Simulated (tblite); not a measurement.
Species: C3H10NP.
SMILES with atom numbers: `[CH3:1][P:2]([CH3:3])([CH3:4])=[NH:5]` (hydrogens: H6, H7, H8 on C1; H9, H10, H11 on C3; H12, H13, H14 on C4; H15 on N5)

Computed with GFN2-xTB (tblite): harmonic, unscaled wavenumbers at the GFN2-xTB geometry, gas phase. The method is semi-empirical: single wavenumbers can be off by several per cent or more.

Harmonic wavenumbers (cm⁻¹): 111.8, 160.4, 177.2, 208.0, 227.3, 271.9, 283.4, 308.1, 394.0, 642.1, 698.1, 724.7, 746.2, 783.2, 793.1, 862.7, 872.2, 881.7, 938.4, 1206.2, 1304.9, 1305.5, 1313.1, 1411.9, 1429.9, 1432.2, 1436.7, 1440.6, 1450.4, 2995.6, 2998.7, 3002.1, 3002.9, 3009.1, 3018.6, 3020.4, 3021.1, 3027.3, 3411.1.

A = 3726, B = 3557, C = 3433 MHz; mass 91.055 u (most abundant isotopes); point group Cs, symmetry number 1.

Task: Zero-point energy?

Result: Half the sum of the wavenumbers: 27161 cm⁻¹ = 77.66 kcal/mol.

Task: What is S at 400 K and 1 bar for an ideal gas of classical rigid rotors and harmonic oscillators?

Result: Translation 40.92, rotation 27.24, vibration 28.02: S = 96.2 cal/(mol K).

Task: And Cp and H(400 K) − H(0)?

Result: Cp = 38.81 cal/(mol K), of which vibrations give 30.86 (their classical limit is 39 R = 77.5); H(400 K) − H(0) = 9.46 kcal/mol without the zero-point energy, 6.28 from vibrations.

Task: What must be added to the electronic energy to get the Gibbs energy at 400 K and 1 bar?

Result: ZPE + [H(400 K) − H(0)] − T·S = 77.66 + 9.46 − 38.47 = 48.65 kcal/mol.

Task: Blend soft modes into free rotors: weight 1/[1 + (100 cm⁻¹/ν̃)⁴] for the oscillator and the rest for a rotor with moment μB/(μ + B), μ = h/(8π²ν), B = 10⁻⁴⁴ kg m². What vibrational entropy results?

Result: 27.63 cal/(mol K) in place of 28.02, which changes −T·S at 400 K by +0.16 kcal/mol.

Hindered rotation and anharmonicity are outside this model.
